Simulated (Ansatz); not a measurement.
System: fcc Cu. Method: PBE (Ansatz, a program for electronic structure, plane waves, PAW).

Numerical settings: plane-wave cutoff 520 eV, 18×18×18 k mesh, Fermi–Dirac smearing 0.1 eV, perturbation theory, force constants from a 6×6×6 q mesh, no spin polarisation, scalar-relativistic PAW data made under PBE.

Problem. Predict the zero-point energy.

Solution. 
- zero-point energy: 0.030 eV/atom
